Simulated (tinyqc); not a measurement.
Stretching all distances: RHF, UHF, MP2, CISD and CCSD against full CI in the sto-3g basis, for H2O, spin multiplicity 1. Computed by the program tinyqc with PySCF. 

Geometry (angstrom):
```
atom       x        y       z
O     0.0000   0.0000  0.0000
H     0.0000   0.7390  0.5820
H     0.0000  -0.7390  0.5820
```

All coordinates are multiplied by the scale. c0^2 is the weight of the RHF determinant in the lowest singlet FCI state (UHF is spin-contaminated and may lie near states of higher spin) and n(LUMO) the first natural occupation beyond the occupied space.

Full CI energy (hartree) and errors against it (kcal/mol):
```
scale   distance 1-2 (angstrom)      E(FCI)       RHF      UHF      MP2     CISD     CCSD  <S^2> UHF    c0^2  n(LUMO)
0.9200                   0.8654  -74.962113   24.5463  24.5463   6.4875   0.2443   0.0498     0.0000  0.9822   0.0184
1.1000                   1.0347  -75.021202   37.9040  37.9040  11.2119   0.7296   0.1010     0.0000  0.9634   0.0367
1.2900                   1.2135  -74.981256   58.2731  58.2731  18.7619   2.1912   0.2385     0.0000  0.9256   0.0775
1.4800                   1.3922  -74.913830   85.9087  69.3015  29.0914   5.6945   0.4933     0.8274  0.8617   0.1495
1.6600                   1.5615  -74.853001  118.9253  52.8129  41.0399  12.0041   0.5598     1.3956  0.7730   0.2534
1.8400                   1.7308  -74.805487  157.9628  32.8302  53.9852  21.6521  -0.7497     1.6857  0.6601   0.3904
2.0300                   1.9095  -74.772670  203.2715  17.1705  66.2531  33.7143  -5.8717     1.8431  0.5301   0.5505
```

UHF parts from RHF first at scale 1.48 of those listed, where <S^2> leaves zero. The weight c0^2 goes from 0.98 to 0.53 and n(LUMO) from 0.02 to 0.55: static correlation grows as the bonds break into open-shell fragments. The spread of the error along the curve, which distorts its shape, is CCSD 6.4, CISD 33.5, UHF 52.1, MP2 59.8, RHF 178.7 kcal/mol. Below FCI somewhere: CCSD, as non-variational methods may be.
